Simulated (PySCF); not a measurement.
Predicted microwave data (PBE0/def2-SVPD in PySCF (dipole) on a GFN2-xTB geometry, gas phase) for one isomer of C5H10O:

| Property | Result |
| --- | --- |
| Rotational constants | A = 6112, B = 3342, C = 2551 MHz |
| Dipole components | \|μa\| = 0.45 D, \|μb\| = 1.52 D, \|μc\| = 0.50 D |
| Inertial defect | -35.79 u·Å² |
| κ | -0.56 |

Task: Which structure is it? (One computed conformer of each.)
A. `[CH2:1]=[CH:2][CH2:3][O:4][CH2:5][CH3:6]` with C1–C2–C3–O4 -141°, C2–C3–O4–C5 -178°, C3–O4–C5–C6 -179°
B. `[CH3:1][C@@H:2]1[CH2:3][CH2:4][CH2:5][O:6]1` with C1–C2–C3–C4 -132°, C2–C3–C4–C5 28°, C3–C4–C5–O6 -38°, C4–C5–O6–C2 33° (2-methyltetrahydrofuran)
C. `[CH3:1]/[CH:2]=[C:3](\[CH3:4])[CH2:5][OH:6]` with C2–C3–C5–O6 120°, C3–C5–O6–H -57°
D. `[CH2:1]=[C:2]([CH2:3][CH3:4])[CH2:5][OH:6]` with C1–C2–C3–C4 95°, C1–C2–C5–O6 -12°, C2–C5–O6–H -54°

Result: B. It is C[C@@H]1CCCO1, an asymmetric top, point group C1. The candidates at the same level (rigid rotor, commonest isotopes):

```json
{"SMILES": "C=C(CC)CO", "A (MHz)": "5868", "B (MHz)": "2236", "C (MHz)": "1878", "μa (D)": "1.76", "μb (D)": "0.17", "μc (D)": "0.53", "Δ (u·Å²)": "-43.10", "point group": "C1", "rotor": "asymmetric top"}
{"SMILES": "C=CCOCC", "A (MHz)": "16009", "B (MHz)": "1378", "C (MHz)": "1331", "μa (D)": "0.30", "μb (D)": "1.15", "μc (D)": "0.10", "Δ (u·Å²)": "-18.55", "point group": "C1", "rotor": "near-prolate asymmetric top"}
{"SMILES": "C/C=C(\\C)CO", "A (MHz)": "6704", "B (MHz)": "2063", "C (MHz)": "1750", "μa (D)": "1.72", "μb (D)": "0.45", "μc (D)": "0.28", "Δ (u·Å²)": "-31.51", "point group": "C1", "rotor": "asymmetric top"}
{"SMILES": "C[C@@H]1CCCO1", "A (MHz)": "6112", "B (MHz)": "3342", "C (MHz)": "2551", "μa (D)": "0.45", "μb (D)": "1.52", "μc (D)": "0.50", "Δ (u·Å²)": "-35.79", "point group": "C1", "rotor": "asymmetric top"}
```

`C/C=C(\C)CO` has B 38 % too low; `C=CCOCC` has A 162 % too high; `C=C(CC)CO` has B 33 % too low. No structure here is proved a minimum.
